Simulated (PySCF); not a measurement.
# How far each method lies from RCCSDT(Q) for BH3, singlet

Geometry: that of the BH3⁺, doublet, kept fixed.

```tsv
atom	x (Å)	y (Å)	z (Å)
B	0.0000	0.0000	0.0681
H	0.0000	0.7178	-0.9866
H	0.0000	0.0000	1.2424
H	0.0000	-0.7178	-0.9866
```

Basis aug-cc-pVDZ; PySCF 2.14.0. Correlated methods freeze the noble-gas cores, which leaves 6 electrons in 49 orbitals. R marks a restricted (for open shells ROHF) determinant.

Full CI isn't at hand for all of this; RCCSDT(Q) serves as the reference, and is uncertain by the last step of the cluster series or more.

```
T1 diagnostic (ROHF- or RHF-based CCSD)             : 0.0074
largest doubles amplitude (ROHF- or RHF-based CCSD) : 0.045
```

Task: From what is known of these methods and the diagnostics, rank them by the size of their error in total energy against RCCSDT(Q) in aug-cc-pVDZ, smallest first (an estimate: the text doesn't fix the numbers).
A. RCCSD
B. RCCSD(T)
C. RMP2
D. RHF
E. RCCSDT

Result: E (0.2 kJ/mol), B (1.5 kJ/mol), A (7.7 kJ/mol), C (74.0 kJ/mol), D (339.1 kJ/mol).

All errors are against RCCSDT(Q) in aug-cc-pVDZ. Within each family the higher level lies nearer, as is usual though not guaranteed.
